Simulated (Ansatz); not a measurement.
Input for Ansatz (development build ahead of 0.2.0):

```yaml
crystal:
  periodic: [false, false, false]
  atoms:
    - { symbol: C, position_ang: [0.03819, 0.06137, -0.76422] }
    - { symbol: O, position_ang: [0.06618, 0.02617, 1.03359] }
    - { symbol: H, position_ang: [-0.02984, -1.44826, -1.74816] }
    - { symbol: H, position_ang: [-0.03623, 1.35603, -1.6618] }
basis:
  gaussian: { orbitals: def2-SVP }
hamiltonian:
  xc: hf
```

The input is written out in the form of the current development build from the run's settings.

Output:

* Converged: yes
* Total energy: -113.34530 hartree
* Spin squared of the determinant: 0.000

Caution: stretched shape with no unrestricted run beside it, a lower state can exist.
